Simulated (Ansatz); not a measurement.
Two isomers of C4H5NS: A = `Cc1cscn1`, B = `Cc1nccs1`.

Computed with Ansatz on PBE0-D4/def2-TZVP structures; ΔE is electronic, products minus reactants. CCSD(T)/CBS is the MP2 limit (def2-TZVPP, def2-QZVPP) plus CCSD(T) − MP2 in def2-TZVPP, frozen cores. DFT in def2-TZVPP. B3LYP here is the variant with VWN-RPA as its local correlation; programs differ in this.

A:

Z-matrix (Å, degrees):
```
C
C 1 1.488
H 1 1.093 2 110.4
H 1 1.093 2 110.4 3 -118.4
H 1 1.090 2 111.3 3 120.8
C 2 1.364 1 126.1 3 -120.8
N 2 1.370 1 119.4 3 59.2
S 6 1.706 2 110.3 1 180.0
H 6 1.079 2 128.2 1 -0.0
C 7 1.295 2 111.0 1 -180.0
H 10 1.082 7 123.9 2 -180.0
```

B:

Z-matrix (Å, degrees):
```
C
C 1 1.487
H 1 1.092 2 111.7
H 1 1.093 2 111.2 3 -120.4
H 1 1.089 2 108.6 3 120.3
N 2 1.298 1 124.3 3 -131.1
S 2 1.730 1 122.1 3 49.6
C 6 1.364 2 111.3 1 -179.2
C 7 1.707 2 89.9 1 179.2
H 8 1.082 6 119.3 2 -179.9
H 9 1.079 7 121.9 2 179.8
```

**Question.** Which is lower in electronic energy at CCSD(T)/CBS, and by how much? (Estimate.)

**Answer.** The calculation gave: B, by 0.5 kcal/mol. So small a gap doesn't settle the order.

**Question.** Give E(B) − E(A) in kcal/mol with r2SCAN-D4, HF/def2-TZVPP, PBE-D4, B3LYP, PBE0-D4, CCSD(T)/def2-TZVPP, LDA (SPW92). (Estimate.)

**Answer.** Computed: r2SCAN-D4 -0.5, HF/def2-TZVPP -0.6, PBE-D4 -0.5, B3LYP -0.4, PBE0-D4 -0.5, CCSD(T)/def2-TZVPP -0.3, LDA (SPW92) -0.4. None reverses the order clearly.

Largest T1 diagnostic: 0.014.

Leaving LDA and LC-ωPBE aside and taking each functional with its dispersion term where it has one, the values, not all of them listed here, spread over 0.2 kcal/mol, from BLYP-D4 to B97M-V.
